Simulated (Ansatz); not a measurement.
This Ansatz (an electronic-structure program) input (CCSD(T)/cc-pwCVQZ) gives -109.51971 Eh with 168 basis functions. A basis named .json is the Basis Set Exchange file of that set (core-valence sets with the plain set on hydrogen).

Ansatz 0.2 input:
```yaml
crystal:
  periodic: [false, false, false]
  atoms:
    - {symbol: N, position_ang: [-0.00000000, -0.00000000, -0.54544247]}
    - {symbol: N, position_ang: [0.00000000, 0.00000000, 0.54544247]}
basis:
  gaussian:
    orbitals: cc-pwCVQZ.json
magnetization: {spin_polarized: false}
correlation: {method: ccsd_t, frozen_orbitals: {N: 0}}
```

Change:
```diff
- orbitals: cc-pwCVQZ.json
+ orbitals: cc-pCVDZ.json
```

What does the run give now?

-109.35439 Eh (CCSD(T)/cc-pCVDZ, 36 functions), a change of +165.32 mEh.
